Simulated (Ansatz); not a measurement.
**CCSD(T) forces**

AlH2S (SMILES [AlH2][S-]) (charge -1), singlet, displaced at random from a GFN2-xTB minimum.

| atom | x (Å) | y (Å) | z (Å) |
| --- | --- | --- | --- |
| Al1 | -0.0651 | 0.0349 | 0.0091 |
| S2 | 1.3142 | -0.1770 | 1.4862 |
| H3 | -1.3389 | -0.7829 | -0.1570 |
| H4 | 0.0105 | 1.0898 | -1.3192 |

Ansatz 0.2.0; basis: def2-TZVPPD; cores frozen in the correlated methods.

CCSD(T) forces from the calculation:
| atom | Fx | Fy | Fz (eV/Å) |
| --- | --- | --- | --- |
| Al1 | 0.131 | 1.138 | -1.516 |
| S2 | 1.010 | -0.098 | 1.085 |
| H3 | -1.154 | -0.709 | -0.101 |
| H4 | 0.013 | -0.332 | 0.532 |

Question: Which atom feels the largest CCSD(T) force, and how large is it?

Answer: Al1, 1.90 eV/Å, along (0.07, 0.60, -0.80).

Root-mean-square difference of the force components from those of CCSD(T): PBE0-D4 0.125; wB97M-V 0.127; r2SCAN-D4 0.096; PBE-D4 0.075; CAM-B3LYP-D4 0.168; HSE06-D4 0.118 eV/Å.

The T1 diagnostic stays at or below 0.014.

For scale, one of the runs: CCSD(T)/def2-TZVPPD forces, 133 basis functions (an equivalent command: `ansatz run in.yaml --threads 4`). Hardware: 4 CPU threads, shared host. Wall time 10 s; peak host memory 1.1 GiB.
